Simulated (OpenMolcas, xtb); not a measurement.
# How methods differ on CH3BS (SMILES B1CS1)

The species is CH3BS (6 atoms), meant as a singlet with charge 0. SMILES: `B1CS1`. Geometry: relaxed at GFN2-xTB.

Quantity: the dipole moment, in D. The values are calculated.

| level | kind | program | value (D) |
| --- | --- | --- | --- |
| GFN2-xTB | semi-empirical | xtb | 1.89 |
| GFN0-xTB | semi-empirical | xtb | 2.84 |
| GFN1-xTB | semi-empirical | xtb | 0.67 |
| HF/STO-3G | Hartree–Fock | OpenMolcas | 0.34 |
| HF/3-21G | Hartree–Fock | OpenMolcas | 1.78 |
| HF/def2-SVP | Hartree–Fock | OpenMolcas | 1.33 |
| HF/def2-SVPD | Hartree–Fock | OpenMolcas | 1.38 |
| BP86/6-31G* (spherical functions) | GGA | OpenMolcas | 1.02 |
| BLYP/cc-pVDZ | GGA | OpenMolcas | 0.82 |
| B3LYP/6-31G* (spherical functions) | global hybrid | OpenMolcas | 1.10 |

The values span 0.34 to 2.84 D. Magnitudes only: a small dipole may point the other way at some levels. Sets without polarisation functions give poor dipoles. Without the sets that lack polarisation functions the rows with a basis span only 0.82 to 1.38 D.
